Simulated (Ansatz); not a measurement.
# SiNH₅ (SMILES N[SiH3]): a rigid scan of the angle H6–Si2–N1

One table from this session's results is given with a row withheld; the runs are named, their logs left out.

Program: Ansatz 0.2.0, Gaussian basis. Level of theory: single points in def2-TZVPP. These are calculated values, not measurements.

Levels: PBE-D4, r2SCAN-D4, PBE0-D4, B3LYP-D4, wB97M-V, Hartree-Fock, MP2, CCSD, CCSD(T). The scan takes 92.0, 98.0, 104.0, 110.0, 116.0, 122.0, 128.0, 134.0, 140.0°.

Correlated methods freeze the cores. B3LYP uses VWN-RPA correlation.

27 further runs of the same task are left out: 27 set aside as unsound or not needed.

**The starting structure**

The minimum, relaxed at PBE0-D4: SMILES `N[SiH3]`, 7 atoms, charge 0, spin multiplicity 1.

Atoms are counted from 1 here; the program's logs count them from 0.

Bond lengths: N1–Si2 1.720 Å, N1–H3 1.007 Å, N1–H4 1.007 Å, Si2–H5 1.486 Å, Si2–H6 1.494 Å, Si2–H7 1.486 Å. Angles: Si2–N1–H3 119.6°, Si2–N1–H4 119.6°, H3–N1–H4 110.7°, N1–Si2–H5 107.9°, N1–Si2–H6 116.0°, N1–Si2–H7 107.9°, H5–Si2–H6 107.3°, H5–Si2–H7 110.5°, H6–Si2–H7 107.3°.

Geometry (Å):

```
atom    x (Å)    y (Å)    z (Å)
  N1  -0.0977  -1.0710  -0.0209
 Si2   0.1280   0.6326  -0.0950
  H3  -1.0177  -1.4578  -0.1574
  H4   0.4190  -1.6129   0.6529
  H5  -0.5280   1.1265  -1.3332
  H6  -0.4315   1.4166   1.0471
  H7   1.5892   0.8979  -0.1392
```

Energies of the minimum (eV), from earlier single points: PBE-D4 -9444.37367, r2SCAN-D4 -9448.88777, PBE0-D4 -9445.38751, B3LYP-D4 -9451.49956, wB97M-V -9448.99796, CCSD(T) -9435.43338.

At the minimum the angle H6–Si2–N1 is 116.0°.

The first run:

The input, ccsdt-tzvpp/in.yaml:

```yaml
crystal:
  periodic: [false, false, false]
  atoms:
    - {symbol: N, position_ang: [-0.097708, -1.071027, -0.020896]}
    - {symbol: Si, position_ang: [0.128020, 0.632596, -0.095040]}
    - {symbol: H, position_ang: [-1.017741, -1.457766, -0.157438]}
    - {symbol: H, position_ang: [0.419035, -1.612875, 0.652936]}
    - {symbol: H, position_ang: [-0.528044, 1.126499, -1.333240]}
    - {symbol: H, position_ang: [-0.582398, 0.835889, 1.203546]}
    - {symbol: H, position_ang: [1.589234, 0.897941, -0.139161]}
basis:
  gaussian: {orbitals: def2-TZVPP}
correlation: {method: ccsd_t}
```

The command line of these runs was not kept.

Steps of the session up to this table: H6–Si2–N1 = 92.0°; H6–Si2–N1 = 98.0°; H6–Si2–N1 = 104.0°; H6–Si2–N1 = 110.0°; H6–Si2–N1 = 116.0°; H6–Si2–N1 = 122.0°; H6–Si2–N1 = 128.0°; H6–Si2–N1 = 134.0°; H6–Si2–N1 = 140.0°.

One of the session's tables, all rows but one given; the rest of the session is left out.

It belongs to the step «The curves». Energies less that of the minimum at the same level (kJ/mol):

| angle (°) | PBE-D4 | PBE0-D4 | B3LYP-D4 | wB97M-V | Hartree-Fock |
| --- | --- | --- | --- | --- | --- |
| 92.0 | 46.0 | 46.4 | 47.0 | 46.3 | 50.5 |
| 98.0 | 25.7 | 25.5 | 25.9 | 25.3 | 27.0 |
| 104.0 | ? | ? | ? | ? | ? |
| 110.0 | 3.0 | 2.7 | 2.8 | 2.6 | 2.4 |
| 116.0 (minimum) | 0.0 | 0.0 | 0.0 | 0.0 | 0.0 |
| 116.0 | 0.0 | 0.0 | 0.0 | 0.0 | 0.0 |
| 122.0 | 2.2 | 2.7 | 2.7 | 2.8 | 3.8 |
| 128.0 | 9.3 | 10.5 | 10.7 | 10.8 | 13.5 |
| 134.0 | 21.3 | 23.4 | 23.7 | 23.9 | 28.9 |
| 140.0 | 38.0 | 41.2 | 41.8 | 42.0 | 50.0 |

**Question.** Estimate the row for angle (°) = 104.0.

Worked estimate for «PBE-D4». A straight line through the neighbours (98.0, 25.7) and (110.0, 3.0) gives 25.7 + (3.0 − 25.7) × (104.0 − 98.0) / (110.0 − 98.0) = 14.3; a parabola fitted to 4 rows on both sides gives 11.5.

As computed: PBE-D4: 11.5; PBE0-D4: 11.1; B3LYP-D4: 11.3; wB97M-V: 10.9; Hartree-Fock: 11.2. In «PBE-D4» the line misses by +2.8 and the parabola by 0.0.

Caveats from the session: A polynomial through the near points puts the CCSD(T) minimum at the PBE0-D4 value.
